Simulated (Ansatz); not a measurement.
Take a crystal in which Sn has been replaced by Ge on all its sites, with the cell rescaled by a rough guess (in some cases also distorted within its space group) and nothing relaxed:

```
Ge Cl
1.0
     3.28135    0.00000    0.00000
    -1.64068    2.84174    0.00000
     0.00000    0.00000    9.44024
Ge Cl
2 2
Direct
  0.33333 0.66667 0.32051
  0.66667 0.33333 0.82051
  0.33333 0.66667 0.05449
  0.66667 0.33333 0.55449
```

These are results of DFT PBEsol, scalar-relativistic, plane waves, PAW in Ansatz, not measurements.

Settings: cutoff 420 eV, Γ-centred mesh 15×15×6 on the computed 4-atom cell, Gaussian smearing of 0.10 eV; no spin polarisation.

Task: Will this cell want to expand or contract, and how hard?

Result: The pressure is -3.2 GPa (positive in compression), so the cell would contract.

Task: Is it a metal on this mesh?

Result: Yes, a band crosses the Fermi level.

Task: What is its energy against the elements in their standard states?

Result: -0.208 eV/atom at this unrelaxed geometry, with the elements in the same functional.